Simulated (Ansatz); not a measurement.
A short molecular-dynamics run on C2H5NS, SMILES `CC(N)=S`.

```yaml
crystal:
  periodic: [false, false, false]
  atoms:
    - {symbol: C, position_ang: [-0.619852, 0.853058, -0.282178]}
    - {symbol: C, position_ang: [0.113377, -0.453010, -0.358867]}
    - {symbol: N, position_ang: [0.811829, -0.761013, 0.742239]}
    - {symbol: S, position_ang: [0.055107, -1.441254, -1.670138]}
    - {symbol: H, position_ang: [-1.026331, 1.112328, -1.254997]}
    - {symbol: H, position_ang: [-1.444521, 0.770238, 0.432921]}
    - {symbol: H, position_ang: [0.041585, 1.654076, 0.062209]}
    - {symbol: H, position_ang: [1.315002, -1.631289, 0.772153]}
    - {symbol: H, position_ang: [0.842302, -0.149333, 1.539459]}
basis:
  gaussian: {orbitals: def2-SVP}
magnetization: {spin_polarized: true, initial_magnetization: 0}
hamiltonian: {xc: {name: r2SCAN}, dispersion: d3bj}
md: {timestep: 1 fs, n_steps: 30, ensemble: nve, temperature: 1000, initial_velocities: maxwell_boltzmann, seed: 757}
```

```sh
$ ansatz run in.yaml --threads 2 --pin off --events-out ev --progress --plain --max-ram 4352MiB
```

| step | time (fs) | potential energy (eV) | kinetic (eV) | T (K) | conserved (eV) |
| --- | --- | --- | --- | --- | --- |
| 0 | 0.0 | -14472.1992 | 0.9048 | 1000 | -14471.2944 |
| 1 | 1.0 | -14472.0217 | 0.7469 | 825 | -14471.2748 |
| 2 | 2.0 | -14471.7734 | 0.5211 | 576 | -14471.2523 |
| 3 | 3.0 | -14471.7533 | 0.4840 | 535 | -14471.2692 |
| 4 | 4.0 | -14471.7594 | 0.4836 | 534 | -14471.2758 |
| 5 | 5.0 | -14471.6586 | 0.3864 | 427 | -14471.2722 |
| 6 | 6.0 | -14471.5014 | 0.2389 | 264 | -14471.2625 |
| 7 | 7.0 | -14471.4524 | 0.2005 | 222 | -14471.2519 |
| 8 | 8.0 | -14471.6452 | 0.3775 | 417 | -14471.2677 |
| 9 | 9.0 | -14471.8613 | 0.5756 | 636 | -14471.2857 |
| 10 | 10.0 | -14471.8503 | 0.5744 | 635 | -14471.2758 |
| 11 | 11.0 | -14471.7690 | 0.5136 | 568 | -14471.2554 |
| 12 | 12.0 | -14471.8724 | 0.5991 | 662 | -14471.2733 |
| 13 | 13.0 | -14471.9424 | 0.6610 | 731 | -14471.2814 |
| 14 | 14.0 | -14471.8257 | 0.5509 | 609 | -14471.2748 |
| 15 | 15.0 | -14471.6109 | 0.3480 | 385 | -14471.2629 |
| 16 | 16.0 | -14471.4896 | 0.2362 | 261 | -14471.2534 |
| 17 | 17.0 | -14471.5831 | 0.3141 | 347 | -14471.2690 |
| 18 | 18.0 | -14471.6738 | 0.3877 | 428 | -14471.2861 |
| 19 | 19.0 | -14471.5374 | 0.2668 | 295 | -14471.2706 |
| 20 | 20.0 | -14471.4198 | 0.1739 | 192 | -14471.2459 |
| 21 | 21.0 | -14471.6315 | 0.3604 | 398 | -14471.2710 |
| 22 | 22.0 | -14471.8590 | 0.5752 | 636 | -14471.2838 |
| 23 | 23.0 | -14471.8701 | 0.5933 | 656 | -14471.2768 |
| 24 | 24.0 | -14471.7476 | 0.4824 | 533 | -14471.2652 |
| 25 | 25.0 | -14471.6755 | 0.4191 | 463 | -14471.2564 |
| 26 | 26.0 | -14471.7697 | 0.5017 | 554 | -14471.2679 |
| 27 | 27.0 | -14471.8645 | 0.5796 | 641 | -14471.2848 |
| 28 | 28.0 | -14471.7291 | 0.4506 | 498 | -14471.2784 |
| 29 | 29.0 | -14471.4963 | 0.2465 | 272 | -14471.2498 |
| 30 | 30.0 | -14471.5371 | 0.2730 | 302 | -14471.2641 |

Velocities are drawn at the set temperature; a run this short doesn't reach equilibrium.

Frames (Å, forces in eV/Å):

```xyz
9
time=0.0 fs
C    -0.620    0.853   -0.282    0.045   -0.065    0.016
C     0.113   -0.453   -0.359   -0.125    0.139   -0.175
N     0.812   -0.761    0.742    0.074    0.007    0.176
S     0.055   -1.441   -1.670   -0.022   -0.288   -0.370
H    -1.026    1.112   -1.255   -0.127    0.086   -0.283
H    -1.445    0.770    0.433   -0.236    0.004    0.200
H     0.042    1.654    0.062    0.168    0.236    0.106
H     1.315   -1.631    0.772    0.197   -0.340    0.012
H     0.842   -0.149    1.539    0.026    0.221    0.320
9
time=1.0 fs
C    -0.611    0.854   -0.275   -0.674   -0.437    0.548
C     0.119   -0.465   -0.372   -0.336    1.081    0.739
N     0.805   -0.759    0.744   -1.292    3.515    1.473
S     0.054   -1.440   -1.670    0.005   -0.670   -0.820
H    -1.050    1.094   -1.227   -0.109    0.282   -0.737
H    -1.488    0.756    0.424    0.689    0.102   -0.148
H     0.056    1.661    0.056   -0.019    0.115    0.130
H     1.301   -1.572    0.757    1.861   -2.972    0.214
H     0.856   -0.112    1.577   -0.126   -1.016   -1.400
9
time=2.0 fs
C    -0.603    0.855   -0.267   -1.281   -0.644    0.618
C     0.124   -0.475   -0.384   -0.506    1.955    1.636
N     0.798   -0.755    0.747   -1.771    4.733    2.026
S     0.054   -1.440   -1.670    0.027   -1.056   -1.280
H    -1.075    1.079   -1.206    0.013    0.402   -0.894
H    -1.524    0.743    0.413    1.381    0.188   -0.292
H     0.071    1.669    0.051   -0.221   -0.038    0.126
H     1.305   -1.541    0.743    2.620   -3.938    0.304
H     0.869   -0.085    1.601   -0.262   -1.602   -2.244
9
time=3.0 fs
C    -0.596    0.855   -0.259   -1.762   -0.695    0.205
C     0.129   -0.485   -0.396   -0.624    2.686    2.429
N     0.789   -0.747    0.751   -0.419    2.587    1.916
S     0.053   -1.440   -1.670    0.041   -1.405   -1.701
H    -1.100    1.068   -1.194    0.269    0.439   -0.735
H    -1.548    0.732    0.400    1.754    0.244   -0.235
H     0.083    1.676    0.047   -0.395   -0.178    0.115
H     1.334   -1.548    0.733    1.488   -2.070    0.354
H     0.879   -0.073    1.604   -0.353   -1.606   -2.348
9
time=4.0 fs
C    -0.590    0.855   -0.251   -2.062   -0.653   -0.510
C     0.133   -0.492   -0.405   -0.674    3.210    3.070
N     0.780   -0.737    0.756    1.373   -0.607    1.106
S     0.052   -1.440   -1.671    0.052   -1.672   -2.023
H    -1.122    1.060   -1.188    0.594    0.423   -0.402
H    -1.554    0.723    0.384    1.797    0.260   -0.015
H     0.092    1.682    0.044   -0.507   -0.270    0.113
H     1.377   -1.575    0.726   -0.215    0.376    0.427
H     0.886   -0.076    1.584   -0.359   -1.067   -1.765
9
time=5.0 fs
C    -0.586    0.854   -0.243   -2.071   -0.575   -1.332
C     0.137   -0.496   -0.412   -0.671    3.500    3.515
N     0.772   -0.728    0.762    2.423   -3.378   -0.459
S     0.051   -1.440   -1.672    0.064   -1.821   -2.196
H    -1.139    1.057   -1.187    0.880    0.386   -0.071
H    -1.544    0.716    0.368    1.501    0.228    0.347
H     0.095    1.685    0.043   -0.536   -0.294    0.127
H     1.418   -1.598    0.723   -1.372    1.871    0.488
H     0.889   -0.090    1.547   -0.219    0.082   -0.418
9
time=6.0 fs
C    -0.584    0.853   -0.236   -1.705   -0.484   -2.152
C     0.140   -0.498   -0.416   -0.656    3.567    3.706
N     0.766   -0.722    0.768    2.677   -5.600   -2.451
S     0.051   -1.442   -1.674    0.081   -1.831   -2.195
H    -1.147    1.058   -1.186    1.047    0.345    0.153
H    -1.519    0.712    0.355    0.863    0.141    0.838
H     0.094    1.686    0.042   -0.477   -0.247    0.160
H     1.446   -1.603    0.724   -1.900    2.439    0.516
H     0.890   -0.103    1.506    0.070    1.669    1.426
9
time=7.0 fs
C    -0.583    0.851   -0.231   -1.019   -0.389   -2.874
C     0.143   -0.497   -0.417   -0.664    3.430    3.589
N     0.761   -0.719    0.772    2.514   -6.492   -3.500
S     0.050   -1.443   -1.677    0.103   -1.705   -2.025
H    -1.145    1.061   -1.184    1.053    0.310    0.231
H    -1.485    0.709    0.351   -0.016    0.009    1.398
H     0.088    1.684    0.043   -0.339   -0.140    0.206
H     1.455   -1.585    0.731   -1.920    2.326    0.498
H     0.892   -0.100    1.479    0.287    2.651    2.477
9
time=8.0 fs
C    -0.583    0.849   -0.228   -0.320   -0.317   -3.293
C     0.145   -0.493   -0.415   -0.699    3.107    3.161
N     0.759   -0.720    0.774    2.150   -4.942   -2.449
S     0.049   -1.446   -1.680    0.129   -1.460   -1.711
H    -1.133    1.068   -1.179    0.892    0.283    0.163
H    -1.452    0.706    0.360   -0.801   -0.116    1.828
H     0.079    1.681    0.046   -0.146    0.000    0.258
H     1.447   -1.544    0.742   -1.368    1.512    0.428
H     0.897   -0.071    1.476    0.162    1.932    1.616
9
time=9.0 fs
C    -0.583    0.847   -0.227   -0.038   -0.307   -3.090
C     0.147   -0.486   -0.410   -0.725    2.604    2.511
N     0.757   -0.725    0.774    1.144   -1.457   -0.424
S     0.049   -1.448   -1.684    0.159   -1.120   -1.290
H    -1.112    1.078   -1.173    0.578    0.270   -0.041
H    -1.427    0.702    0.386   -1.041   -0.148    1.815
H     0.068    1.677    0.052    0.061    0.130    0.299
H     1.425   -1.490    0.758    0.012   -0.212    0.324
H     0.903   -0.024    1.488   -0.150    0.241   -0.104
9
time=10.0 fs
C    -0.583    0.845   -0.230   -0.279   -0.334   -2.136
C     0.148   -0.477   -0.404   -0.700    1.932    1.751
N     0.757   -0.731    0.774   -0.709    2.469    1.082
S     0.048   -1.451   -1.688    0.191   -0.718   -0.802
H    -1.086    1.090   -1.168    0.161    0.271   -0.344
H    -1.411    0.697    0.430   -0.627   -0.054    1.215
H     0.058    1.675    0.060    0.226    0.193    0.312
H     1.403   -1.437    0.776    2.111   -2.588    0.253
H     0.908    0.025    1.499   -0.374   -1.170   -1.330
9
time=11.0 fs
C    -0.584    0.842   -0.234   -0.711   -0.274   -0.752
C     0.148   -0.467   -0.396   -0.619    1.130    0.936
N     0.756   -0.735    0.775   -1.802    4.596    1.789
S     0.047   -1.454   -1.693    0.221   -0.293   -0.297
H    -1.059    1.104   -1.165   -0.261    0.271   -0.636
H    -1.402    0.691    0.485    0.057    0.109    0.258
H     0.050    1.675    0.072    0.302    0.148    0.276
H     1.402   -1.409    0.797    3.263   -3.775    0.227
H     0.909    0.063    1.497   -0.450   -1.911   -1.801
9
time=12.0 fs
C    -0.585    0.839   -0.238   -1.025   -0.013    0.520
C     0.148   -0.456   -0.387   -0.505    0.259    0.091
N     0.754   -0.737    0.777   -0.513    3.510    2.048
S     0.047   -1.458   -1.697    0.243    0.120    0.184
H    -1.034    1.121   -1.169   -0.563    0.231   -0.745
H    -1.392    0.686    0.543    0.588    0.256   -0.685
H     0.045    1.676    0.086    0.282    0.004    0.185
H     1.432   -1.417    0.820    1.901   -2.345    0.074
H     0.906    0.083    1.479   -0.408   -2.023   -1.672
9
time=13.0 fs
C    -0.586    0.836   -0.242   -1.164    0.459    1.308
C     0.148   -0.445   -0.379   -0.372   -0.632   -0.723
N     0.751   -0.735    0.780    1.541    1.031    1.921
S     0.047   -1.461   -1.702    0.259    0.502    0.617
H    -1.014    1.141   -1.180   -0.674    0.110   -0.551
H    -1.376    0.684    0.594    0.810    0.348   -1.385
H     0.043    1.678    0.101    0.202   -0.185    0.051
H     1.480   -1.447    0.844   -0.359   -0.111   -0.217
H     0.898    0.084    1.444   -0.244   -1.523   -1.020
9
time=14.0 fs
C    -0.589    0.834   -0.246   -1.153    1.040    1.553
C     0.147   -0.434   -0.370   -0.225   -1.497   -1.422
N     0.750   -0.733    0.784    2.697   -1.365    1.158
S     0.046   -1.464   -1.706    0.270    0.838    0.991
H    -1.001    1.161   -1.196   -0.622   -0.088   -0.101
H    -1.353    0.685    0.632    0.743    0.378   -1.769
H     0.043    1.677    0.118    0.113   -0.345   -0.099
H     1.524   -1.479    0.866   -1.886    1.362   -0.473
H     0.889    0.070    1.399    0.063   -0.324    0.161
9
time=15.0 fs
C    -0.593    0.832   -0.247   -0.981    1.577    1.383
C     0.146   -0.425   -0.363   -0.080   -2.265   -1.953
N     0.750   -0.732    0.790    2.868   -3.429   -0.099
S     0.046   -1.467   -1.710    0.279    1.116    1.302
H    -0.993    1.181   -1.213   -0.498   -0.308    0.424
H    -1.322    0.689    0.653    0.439    0.349   -1.825
H     0.043    1.673    0.133    0.060   -0.423   -0.239
H     1.551   -1.497    0.883   -2.547    2.003   -0.621
H     0.880    0.052    1.356    0.459    1.379    1.628
9
time=16.0 fs
C    -0.597    0.831   -0.248   -0.600    1.943    0.923
C     0.145   -0.417   -0.358    0.049   -2.861   -2.294
N     0.752   -0.734    0.795    2.482   -4.244   -0.958
S     0.046   -1.470   -1.714    0.287    1.327    1.547
H    -0.991    1.198   -1.226   -0.384   -0.484    0.842
H    -1.287    0.697    0.657   -0.074    0.265   -1.531
H     0.045    1.665    0.146    0.063   -0.396   -0.348
H     1.553   -1.496    0.894   -2.543    2.014   -0.672
H     0.876    0.048    1.328    0.720    2.435    2.491
9
time=17.0 fs
C    -0.602    0.832   -0.248    0.017    2.068    0.238
C     0.145   -0.412   -0.354    0.151   -3.237   -2.429
N     0.756   -0.738    0.799    1.701   -2.629   -0.704
S     0.046   -1.472   -1.717    0.294    1.474    1.730
H    -0.992    1.210   -1.231   -0.323   -0.570    1.043
H    -1.253    0.707    0.646   -0.772    0.130   -0.870
H     0.047    1.654    0.156    0.126   -0.268   -0.415
H     1.531   -1.477    0.899   -1.848    1.365   -0.617
H     0.878    0.068    1.325    0.655    1.667    2.023
9
time=18.0 fs
C    -0.607    0.835   -0.248    0.809    1.936   -0.529
C     0.144   -0.409   -0.353    0.219   -3.391   -2.351
N     0.762   -0.744    0.803    0.132    0.874   -0.015
S     0.046   -1.474   -1.720    0.302    1.562    1.856
H    -0.996    1.217   -1.226   -0.329   -0.545    0.978
H    -1.227    0.719    0.626   -1.550   -0.036    0.055
H     0.050    1.640    0.162    0.227   -0.068   -0.433
H     1.491   -1.444    0.898   -0.216   -0.182   -0.415
H     0.887    0.103    1.340    0.407   -0.150    0.853
9
time=19.0 fs
C    -0.611    0.839   -0.248    1.541    1.552   -0.989
C     0.143   -0.409   -0.353    0.235   -3.345   -2.100
N     0.767   -0.749    0.808   -2.246    4.755    0.281
S     0.046   -1.475   -1.722    0.311    1.599    1.933
H    -1.004    1.218   -1.212   -0.403   -0.408    0.635
H    -1.215    0.730    0.607   -2.136   -0.176    0.873
H     0.055    1.625    0.163    0.327    0.156   -0.409
H     1.449   -1.412    0.893    2.187   -2.489   -0.095
H     0.900    0.137    1.364    0.185   -1.645   -0.130
9
time=20.0 fs
C    -0.614    0.845   -0.249    1.871    0.961   -0.669
C     0.143   -0.411   -0.355    0.176   -3.120   -1.767
N     0.771   -0.751    0.812   -3.559    6.763    0.294
S     0.046   -1.476   -1.723    0.319    1.586    1.960
H    -1.015    1.215   -1.191   -0.529   -0.182    0.065
H    -1.224    0.740    0.597   -2.176   -0.223    1.074
H     0.063    1.611    0.161    0.378    0.354   -0.359
H     1.428   -1.405    0.887    3.482   -3.768    0.077
H     0.914    0.155    1.387    0.038   -2.372   -0.676
9
time=21.0 fs
C    -0.616    0.851   -0.251    1.663    0.292    0.393
C     0.142   -0.417   -0.358    0.046   -2.734   -1.414
N     0.772   -0.749    0.816   -2.126    5.222    0.286
S     0.047   -1.476   -1.724    0.325    1.525    1.935
H    -1.031    1.211   -1.170   -0.651    0.062   -0.557
H    -1.253    0.748    0.597   -1.578   -0.162    0.551
H     0.075    1.601    0.155    0.341    0.482   -0.303
H     1.440   -1.433    0.882    2.027   -2.311   -0.065
H     0.929    0.150    1.403   -0.047   -2.375   -0.826
9
time=22.0 fs
C    -0.616    0.858   -0.252    1.086   -0.256    1.494
C     0.142   -0.424   -0.363   -0.110   -2.233   -1.021
N     0.772   -0.743    0.821    0.108    1.983   -0.065
S     0.047   -1.476   -1.725    0.327    1.421    1.865
H    -1.054    1.208   -1.155   -0.656    0.210   -0.943
H    -1.298    0.753    0.602   -0.637   -0.050   -0.257
H     0.091    1.596    0.146    0.208    0.520   -0.259
H     1.472   -1.484    0.876   -0.279    0.113   -0.236
H     0.943    0.123    1.411   -0.047   -1.708   -0.577
9
time=23.0 fs
C    -0.615    0.864   -0.252    0.362   -0.549    1.979
C     0.142   -0.433   -0.368   -0.251   -1.648   -0.551
N     0.772   -0.735    0.826    1.368   -1.157   -1.034
S     0.047   -1.475   -1.724    0.328    1.281    1.756
H    -1.082    1.206   -1.148   -0.438    0.186   -0.884
H    -1.349    0.759    0.604    0.280    0.051   -0.896
H     0.108    1.596    0.135    0.004    0.475   -0.231
H     1.501   -1.534    0.868   -1.744    1.750   -0.270
H     0.957    0.079    1.414    0.090   -0.390    0.131
9
time=24.0 fs
C    -0.614    0.870   -0.251   -0.352   -0.617    1.750
C     0.141   -0.443   -0.374   -0.364   -0.986   -0.006
N     0.773   -0.729    0.830    1.627   -3.732   -2.429
S     0.048   -1.474   -1.724    0.327    1.105    1.608
H    -1.115    1.206   -1.150   -0.010    0.028   -0.454
H    -1.397    0.765    0.598    0.976    0.114   -1.199
H     0.125    1.600    0.122   -0.228    0.372   -0.212
H     1.513   -1.567    0.857   -2.328    2.473   -0.211
H     0.972    0.032    1.418    0.352    1.243    1.154
9
time=25.0 fs
C    -0.613    0.875   -0.248   -0.912   -0.591    1.087
C     0.140   -0.455   -0.380   -0.457   -0.258    0.565
N     0.775   -0.725    0.832    1.419   -4.951   -3.396
S     0.049   -1.473   -1.722    0.321    0.892    1.420
H    -1.149    1.207   -1.156    0.487   -0.156    0.070
H    -1.435    0.772    0.581    1.397    0.134   -1.181
H     0.140    1.608    0.107   -0.444    0.242   -0.188
H     1.503   -1.576    0.845   -2.302    2.512   -0.118
H     0.990   -0.004    1.433    0.491    2.175    1.741
9
time=26.0 fs
C    -0.614    0.880   -0.244   -1.187   -0.581    0.269
C     0.139   -0.466   -0.385   -0.547    0.508    1.103
N     0.777   -0.724    0.832    1.098   -4.034   -3.099
S     0.050   -1.471   -1.721    0.311    0.649    1.193
H    -1.177    1.206   -1.161    0.907   -0.283    0.455
H    -1.461    0.780    0.552    1.524    0.116   -0.889
H     0.151    1.618    0.089   -0.610    0.117   -0.149
H     1.471   -1.561    0.831   -1.706    1.863   -0.021
H     1.013   -0.019    1.465    0.208    1.646    1.138
9
time=27.0 fs
C    -0.614    0.885   -0.240   -1.083   -0.633   -0.575
C     0.138   -0.477   -0.390   -0.633    1.259    1.581
N     0.781   -0.726    0.830    0.321   -1.391   -1.972
S     0.050   -1.469   -1.719    0.296    0.392    0.940
H    -1.197    1.202   -1.162    1.163   -0.324    0.596
H    -1.471    0.790    0.515    1.328    0.061   -0.347
H     0.156    1.629    0.071   -0.698    0.022   -0.087
H     1.423   -1.529    0.817   -0.351    0.251    0.064
H     1.038   -0.018    1.507   -0.342    0.362   -0.200
9
time=28.0 fs
C    -0.616    0.889   -0.236   -0.555   -0.752   -1.394
C     0.135   -0.487   -0.393   -0.703    1.941    1.986
N     0.785   -0.729    0.826   -1.248    2.056   -0.916
S     0.051   -1.468   -1.716    0.275    0.142    0.683
H    -1.205    1.195   -1.157    1.226   -0.283    0.478
H    -1.469    0.800    0.474    0.781   -0.025    0.418
H     0.155    1.640    0.051   -0.693   -0.025   -0.001
H     1.371   -1.494    0.803    1.721   -2.371    0.107
H     1.060   -0.013    1.548   -0.804   -0.684   -1.362
9
time=29.0 fs
C    -0.619    0.892   -0.234    0.307   -0.936   -2.086
C     0.133   -0.496   -0.394   -0.739    2.511    2.295
N     0.788   -0.731    0.822   -2.378    4.300   -0.311
S     0.053   -1.466   -1.714    0.250   -0.080    0.446
H    -1.202    1.185   -1.148    1.092   -0.176    0.123
H    -1.460    0.809    0.438   -0.031   -0.127    1.291
H     0.147    1.651    0.032   -0.591   -0.014    0.104
H     1.336   -1.481    0.791    3.131   -4.301    0.121
H     1.073   -0.015    1.575   -1.040   -1.178   -1.982
9
time=30.0 fs
C    -0.621    0.895   -0.233    1.148   -1.190   -2.406
C     0.129   -0.502   -0.394   -0.726    2.933    2.479
N     0.790   -0.729    0.817   -1.410    2.926   -0.280
S     0.054   -1.464   -1.711    0.216   -0.256    0.248
H    -1.189    1.174   -1.138    0.780   -0.028   -0.408
H    -1.451    0.818    0.414   -0.770   -0.200    1.975
H     0.133    1.662    0.014   -0.402    0.052    0.218
H     1.331   -1.510    0.780    2.221   -3.101    0.209
H     1.077   -0.028    1.584   -1.057   -1.135   -2.035
```

Run time 110 s (2 threads of an Arm Neoverse V2 on a shared host); peak host memory 0.41 GiB.
